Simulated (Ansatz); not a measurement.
A nudged elastic band was laid between two geometries of CH5B + ClH (9 atoms, charge 0, multiplicity 1).

These are results of RKS CAM-B3LYP/6-31G* in Ansatz, not measurements.

```json
{
  "movable images": "7",
  "climbing image": "yes",
  "spring": "5.0 eV/Å²",
  "optimiser": "quadratic models (default)",
  "start path": "through a guess of the saddle point",
  "force threshold": "0.05 eV/Å",
  "iteration limit": "60",
  "end points": "relaxed"
}
```

First end point:

```xyz
9
Properties=species:S:1:pos:R:3
B 0.023 0.162 0.287
C 0.064 0.404 1.831
H -0.867 0.176 2.359
H 0.908 -0.065 2.345
H 0.214 1.492 1.938
H 1.037 0.020 -0.333
H -1.002 0.263 -0.321
Cl -0.306 -2.772 0.394
H -0.506 -2.866 1.661
```

Last end point:

```xyz
9
Properties=species:S:1:pos:R:3
B -0.077 -0.658 -0.786
C -0.011 0.012 2.666
H -0.889 0.313 3.241
H 0.878 0.059 3.299
H 0.115 0.691 1.818
H 1.032 -0.228 -0.781
H -1.050 0.024 -0.771
Cl -0.287 -2.389 -0.835
H -0.146 -1.012 2.308
```

Which bonds break or form, and what moves?

Bonds broken: B1–C2, Cl8–H9. Bonds formed: B1–Cl8, C2–H9. CH5B + ClH becomes BClH2 + CH4.

Give the energies along the band, and the barrier.

It converged. The highest image is number 3 of 0 to 8, 18.5 kcal/mol above the first end and 45.8 kcal/mol above the last; the last end lies 27.3 kcal/mol below the first. A vibrational analysis at the climbing image gives one clearly imaginary mode, 1070i cm⁻¹: a first-order saddle point. The orbitals stay closed-shell, which can raise the energy where a bond breaks towards radicals; this wasn't checked here.

```tsv
image	path coordinate (Å)	energy (kcal/mol)	B1–C2 (Å)	Cl8–H9 (Å)	B1–Cl8 (Å)
0	0.00	0.0	1.56	1.29	2.95
1	0.69	0.6	1.57	1.29	2.96
2	1.37	4.8	1.58	1.30	2.70
3	2.06	18.5	1.69	1.51	2.17
4	2.63	-3.6	2.02	1.97	1.90
5	3.20	-19.1	2.48	2.34	1.78
6	3.77	-25.2	2.87	2.71	1.75
7	4.33	-27.0	3.23	3.09	1.75
8	4.90	-27.3	3.52	3.43	1.75
```

What is the geometry of the highest image?


```xyz
9
Properties=species:S:1:pos:R:3
B -0.034 -0.266 0.269
C -0.009 0.051 1.930
H -0.954 -0.009 2.477
H 0.810 -0.321 2.552
H 0.199 1.115 1.760
H 1.037 -0.155 -0.229
H -1.043 0.106 -0.233
Cl -0.293 -2.423 0.325
H -0.147 -1.285 1.307
```

What are the harmonic wavenumbers there?

1070i, 219, 372, 430, 539, 726, 789, 851, 966, 1093, 1103, 1214, 1350, 1498, 1516, 1667, 2681, 2796, 3072, 3142, 3179 cm⁻¹.

Run time: 2.2 min on 2 threads of Arm Neoverse V1, with other jobs on the host, peak memory 0.13 GiB.
